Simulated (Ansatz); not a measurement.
System: chalcopyrite ZnGeP2. Method: BLYP in Ansatz (PAW).

Numerical settings: plane-wave cutoff 520 eV, 10×10×10 k mesh, Fermi–Dirac smearing 0.01 eV, scalar-relativistic PAW data made under PBE.

Energies at three volumes about the minimum:

```tsv
V (Å³/atom)	E − E_lowest (meV/atom)
21.249	1.74
21.683	0.00
22.117	1.60
```

### Question
Fit a parabola by hand: where is the minimum, and what is the bulk modulus?

### Answer
Slopes: (0.00 − 1.74)/(21.683 − 21.249) = -4.009 and (1.60 − 0.00)/(22.117 − 21.683) = 3.687 meV/Å³. Curvature E″ = 2 × (3.687 − (-4.009))/(22.117 − 21.249) = 17.733 meV/Å⁶. From the middle of the first interval, the slope vanishes at V0 = 21.4660 − (-4.009)/17.733 = 21.692 Å³/atom. B = V0 E″ = 21.692 × 17.733 meV/Å³ × 0.1602 GPa per meV/Å³ = 61.6 GPa. The full Birch–Murnaghan fit to all volumes gives V0 = 21.684 Å³/atom and B0 = 61.7 GPa.

Shape and atoms are relaxed at each volume.

Measured, for comparison: bulk modulus 79 GPa (room temperature, no zero-point or thermal correction; as tabulated in Isothermal phase behavior of Ag3SbS3, ZnGeP2, and ZnS (abstract)). Computed less measured: bulk modulus -22 %.

Ansatz is a first-principles code.
